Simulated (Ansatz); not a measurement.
`O[Si]F` + H₂O → `O[Si]O` + H–F at 600 K and 1 bar (formal hydrolysis of the Si–F bond).

Gas-phase electronic energies from Ansatz, PBE0-D4/def2-TZVP geometries. CBS: def2 TZ/QZ extrapolation, frozen cores. One conformer a species, not always the lowest.

| species | CCSD(T)/CBS energy (Eh) | H − E (kJ/mol) | S (J/(mol·K)) |
| --- | --- | --- | --- |
| `O[Si]F` | -464.72370 | 73.4 | 309.1 |
| H₂O | -76.37685 | 76.8 | 212.8 |
| `O[Si]O` | -440.69189 | 108.8 | 320.0 |
| H–F | -100.39431 | 42.3 | 194.0 |

H − E and S are ideal-gas, rigid-rotor, harmonic terms from PBE0-D4/def2-TZVP, for one conformer and one mirror image of each species. 1 Eh = 2625.50 kJ/mol, R = 8.31446 J/(mol·K).

Question: By hand: ΔE, ΔH, ΔS and ΔG.

Answer: ΔE = (-440.69189) + (-100.39431) − (-464.72370) − (-76.37685) = 0.01435 Eh = 37.7 kJ/mol. Δ(H − E) = 108.8 + 42.3 − 73.4 − 76.8 = 0.9, so ΔH = 38.6 kJ/mol. ΔS = 320.0 + 194.0 − 309.1 − 212.8 = -7.9 J/(mol·K). ΔG = 38.6 − 600 × (-7.9)/1000 = 43.3 kJ/mol.

Question: By hand: the equilibrium constant, and the temperature at which ΔG would vanish if ΔH and ΔS stayed fixed.

Answer: log₁₀ K = −ΔG/(RT ln 10) = -3.8. ΔH and −TΔS have one sign here, so there is no such temperature.

The number of gas molecules stays the same, so ΔS is small and ΔH decides. A doubt of 5 kJ/mol in ΔE shifts log₁₀ K by 0.4 here. Other conformers and mirror images would add mixing entropy, several J/(mol·K) or more a flexible species. These are equilibria of isolated gas molecules and say nothing of rates. Largest T1 diagnostic: 0.015 (customary marks: 0.02 for closed shells, 0.045 for open ones).

ΔS is within the doubt of such terms, so its sign, and with it that verdict, could turn.
